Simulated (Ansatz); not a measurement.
`[AlH2][CH2][SiH3]` + `N[SiH3]` → `[SiH3]N[SiH3]` + `[CH3][AlH2]`  (ligand exchange at the Si–C bond)

Calculated with Ansatz (gas phase, PBE0-D4/def2-TZVP geometries, no zero-point term in ΔE). CCSD(T)/CBS adds triple-zeta CCSD(T) − MP2 to the extrapolated MP2 energy (def2 sets, frozen cores). This one scheme is used for every species. DFT in def2-TZVPP.

`[AlH2][CH2][SiH3]`:

Cartesian coordinates in Å:
```
Al 1.786 0.135 0.126
C 0.090 -0.737 -0.274
Si -1.404 0.329 0.065
H 2.524 0.981 -0.996
H 2.416 0.011 1.578
H 0.063 -1.022 -1.331
H -0.007 -1.647 0.329
H -1.343 1.578 -0.747
H -1.439 0.731 1.499
H -2.685 -0.359 -0.250
```

`N[SiH3]`:

Z-matrix (Å, degrees):
```
Si
N 1 1.720
H 1 1.486 2 107.9
H 1 1.494 2 116.0 3 -120.3
H 1 1.486 2 107.9 3 119.4
H 2 1.007 1 119.6 3 -168.6
H 2 1.007 1 119.6 3 49.2
```

`[SiH3]N[SiH3]`:

Z-matrix (Å, degrees):
```
Si
N 1 1.726
H 1 1.490 2 112.6
H 1 1.484 2 107.4 3 119.9
H 1 1.489 2 110.9 3 -120.0
Si 2 1.726 1 128.9 3 -109.8
H 2 1.011 1 115.5 3 66.2
H 6 1.490 2 112.6 1 109.8
H 6 1.484 2 107.4 1 -10.1
H 6 1.488 2 110.9 1 -130.1
```

`[CH3][AlH2]`:

```xyz
7

C    -0.569    0.549    0.420
Al    0.647   -0.656   -0.515
H    -1.414    0.024    0.873
H    -0.035    1.048    1.237
H    -0.957    1.338   -0.229
H     0.800   -2.171   -0.055
H     1.528   -0.133   -1.731
```

CCSD(T)/CBS gives -43.8 kJ/mol.

Problem. Another level gave -42.3 kJ/mol. Which?
A. HF/def2-TZVPP
B. PBE/def2-TZVPP
C. r2SCAN0-D4/def2-TZVPP
D. BHLYP/def2-TZVPP

Solution. C. r2SCAN0-D4 -42.3, HF/def2-TZVPP -53.5, BHLYP -49.1, PBE -36.0 kJ/mol.

Largest T1 diagnostic among the species: 0.010.

In def2-TZVPP, CCSD(T) changes the Hartree–Fock value by +9.8 kJ/mol (the triples alone add +1.4 kJ/mol) and MP2 by +8.9 kJ/mol. Leaving LDA and LC-ωPBE aside and taking each functional with its dispersion term where it has one, the values, not all of them listed here, spread over 12.8 kJ/mol, from BHLYP-D4 to PBE-D4.
